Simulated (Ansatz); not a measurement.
The input, for Ansatz 0.2.0:

```yaml
crystal:
  periodic: [false, false, false]
  atoms:
    - {symbol: B, position_ang: [0.396850, 0.000000, 0.613089]}
    - {symbol: N, position_ang: [-0.324723, 0.000000, -0.387397]}
    - {symbol: H, position_ang: [0.255928, 0.000000, -1.192490]}
basis:
  gaussian: {orbitals: 6-31G}
magnetization: {spin_polarized: false, initial_magnetization: 1}
correlation: {method: ccsd_t, electrons: outside_noble_gas}
output: {forces: true}
```

```sh
$ ansatz run in.yaml --threads 1 --pin off --events-out ev --progress --plain --max-ram 2393MiB
```

The program prints:

```
290 factors; integrals over basis functions are off by at most 2.3e-4 eV
mean field evaluation 1: about -2162.0715 eV, gradient 3.3e1 eV
mean field evaluation 2: about -2162.0741 eV, gradient 3.3e1 eV
mean field evaluation 4: about -2165.2002 eV, gradient 4.8e0 eV
mean field evaluation 8: about -2165.4441 eV, gradient 2.1e-1 eV
mean field evaluation 16: about -2165.3994 eV, gradient 1.7e0 eV
mean field evaluation 32: about -2163.3232 eV, gradient 1.0e-4 eV
mean field evaluation 64: about -2163.1299 eV, gradient 6.4e0 eV
mean field evaluation 96: about -2163.3220 eV, gradient 3.9e-2 eV
mean field evaluation 128: about -2157.5807 eV, gradient 2.5e-1 eV
mean field -2165.44486543 eV, -79.5786310132 hartree, gradient 3.8e-6 eV, S^2 0.750000; 6 other end points of the search recorded, 0 dependent functions left out
mean field evaluation 160: about -2163.3658 eV, gradient 2.8e-2 eV
determinant -2165.44486543 eV, -79.5786310132 hartree, with singles and doubles -2170.01160684 eV, -79.7464556647 hartree
determinant -2163.32324804 eV, -79.5006630122 hartree, with singles and doubles -2167.17975615 eV, -79.6423870714 hartree
2 core orbitals not correlated: weight in the atoms' cores, before any rotation towards them, 1.000 or more for the frozen orbitals, at most 0.000 for the correlated occupied ones
reference -2165.44486543 eV, -79.5786310132 hartree; 5, 4 occupied and 13, 14 virtual orbitals, 290 factors
second order -4.22657051 eV of doubles, -0.02666663 eV of singles
cycle   1  -4.56720458 eV  change   -4.6e-4 eV  update   2.0e-3
cycle   2  -4.56843054 eV  change   -1.2e-3 eV  update   1.5e-3
cycle   3  -4.56798564 eV  change    4.4e-4 eV  update   7.0e-4
cycle   4  -4.56845280 eV  change   -4.7e-4 eV  update   3.1e-4
cycle   5  -4.56877665 eV  change   -3.2e-4 eV  update   1.1e-4
cycle   6  -4.56884858 eV  change   -7.2e-5 eV  update   4.5e-5
cycle   7  -4.56882169 eV  change    2.7e-5 eV  update   3.2e-5
cycle   8  -4.56877764 eV  change    4.4e-5 eV  update   1.1e-5
cycle   9  -4.56877565 eV  change    2.0e-6 eV  update   4.4e-6
cycle  10  -4.56877562 eV  change    3.0e-8 eV  update   2.0e-6
cycle  11  -4.56877726 eV  change   -1.6e-6 eV  update   7.9e-7
perturbative correction -0.17948358 eV, -0.0065958999 hartree
the calculation of the forces begins
Total energy: -2170.19312627 eV, -79.7531263805 hartree
Atom 0 at     0.396850     0.000000     0.613089 Å, force     2.656893    -0.000000     6.226809 eV/Å
Atom 1 at    -0.324723     0.000000    -0.387397 Å, force    -2.301001     0.000000    -3.560168 eV/Å
Atom 2 at     0.255928     0.000000    -1.192490 Å, force    -0.355892     0.000000    -2.666641 eV/Å
Dipole moment:     0.361098     0.000000    -0.056834 e Å
```

Forces (eV/Å):
```
B    2.657  0.000  6.227
N   -2.301  0.000 -3.560
H   -0.356  0.000 -2.667
```

For the same geometry and basis full CI lies 30.7 meV lower.

Ran on 1 thread of Arm Neoverse V1, shared host: 0.75 s wall, 0.08 GiB peak host memory.
